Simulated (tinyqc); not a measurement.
Extended Hueckel theory, for BH3+, step by step. The parameters take no account of the charge, which enters only through the electron count. One step of it, computed by the program tinyqc.

Question. Wolfsberg-Helmholz matrix. H_ij = K' S_ij (H_ii + H_jj)/2 for i != j (the diagonal keeps H_ii), with K' = K + D^2 + D^4 (1 - K), D = (H_ii - H_jj)/(H_ii + H_jj), K = 1.75.

overlap S:
```
,1B 2s,1B 2px,1B 2py,1B 2pz,2H 1s,3H 1s,4H 1s
1B 2s,1.000000,0.000000,0.000000,0.000000,0.487918,0.488208,0.488208
1B 2px,0.000000,1.000000,0.000000,0.000000,0.531337,-0.265677,-0.265677
1B 2py,0.000000,0.000000,1.000000,0.000000,0.000000,0.460357,-0.460357
1B 2pz,0.000000,0.000000,0.000000,1.000000,-0.016953,-0.016968,-0.016968
2H 1s,0.487918,0.531337,0.000000,-0.016953,1.000000,0.092198,0.092198
3H 1s,0.488208,-0.265677,0.460357,-0.016968,0.092198,1.000000,0.092233
4H 1s,0.488208,-0.265677,-0.460357,-0.016968,0.092198,0.092233,1.000000
```

diagonal H_ii (eV): 1B 2s -15.200000, 1B 2px -8.500000, 1B 2py -8.500000, 1B 2pz -8.500000, 2H 1s -13.600000, 3H 1s -13.600000, 4H 1s -13.600000

K = 1.750000

Give: H.

Answer.

H (eV):
```
,1B 2s,1B 2px,1B 2py,1B 2pz,2H 1s,3H 1s,4H 1s
1B 2s,-15.200,0.000,0.000,0.000,-12.317,-12.324,-12.324
1B 2px,0.000,-8.500,0.000,0.000,-10.575,5.288,5.288
1B 2py,0.000,0.000,-8.500,0.000,0.000,-9.162,9.162
1B 2pz,0.000,0.000,0.000,-8.500,0.337,0.338,0.338
2H 1s,-12.317,-10.575,0.000,0.337,-13.600,-2.194,-2.194
3H 1s,-12.324,5.288,-9.162,0.338,-2.194,-13.600,-2.195
4H 1s,-12.324,5.288,9.162,0.338,-2.194,-2.195,-13.600
```
